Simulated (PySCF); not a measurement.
H₆OPSi (charge +1).
Bonds: O1–Si2, Si2–P3. Hydrogens: H4 on O1; H5, H6 on Si2; H7, H8, H9 on P3.

A GFN2-xTB structure was refined with PBE0-D3(BJ)/def2-SVP geometry optimisation, gas phase (PySCF 2.14.0). Its GFN2-xTB values:

| coordinate | GFN2-xTB |
| --- | --- |
| O1–Si2 | 1.597 Å |
| O1–H4 | 0.956 Å |
| Si2–P3 | 2.349 Å |
| Si2–H5 | 1.455 Å |
| P3–H7 | 1.377 Å |
| P3–H9 | 1.376 Å |
| O1–Si2–P3 | 93.3° |
| O1–Si2–H5 | 115.4° |
| Si2–O1–H4 | 131.7° |
| Si2–P3–H7 | 116.9° |
| Si2–P3–H8 | 117.4° |
| Si2–P3–H9 | 118.0° |
| H5–Si2–H6 | 119.4° |
| H7–P3–H8 | 100.2° |

How do these coordinates change at the PBE0-D3(BJ)/def2-SVP level?

```tsv
coordinate	PBE0-D3(BJ)/def2-SVP (Å or °)	change
P3–H9	1.412	+0.036
O1–Si2	1.632	+0.035
P3–H7	1.412	+0.035
Si2–H5	1.482	+0.027
Si2–P3	2.326	-0.023
O1–H4	0.965	+0.009
Si2–O1–H4	124.5	-7.2
H7–P3–H8	105.2	+5.0
H5–Si2–H6	114.8	-4.6
Si2–P3–H8	112.8	-4.6
Si2–P3–H7	112.4	-4.5
Si2–P3–H9	114.9	-3.1
O1–Si2–P3	96.3	+3.0
O1–Si2–H5	117.4	+2.0
```

The energy falls by 15.3 kJ/mol over 9 energy and gradient evaluations, the largest force component goes from 0.0195 to 3.4e-04 Eh/bohr, and the atoms move by 0.084 Å rms after alignment. Among the bonds, O1–Si2, P3–H7, P3–H8 and P3–H9 change most and about equally (+0.035 to +0.036 Å). Bonds longer at the end by more than 0.005 Å: 7 of 8; shorter: 1. Rotational constants go from 14052, 3685, 3115 to 13895, 3632, 3078 MHz.

The run used 80 basis functions and 51 SCF cycles in all.

Whether it is a minimum is left open (no frequencies).

Conformer computed: `[OH:1][SiH2:2][PH3+:3]`: H–O1–Si2–P3 177°.

One conformer stands for the species.
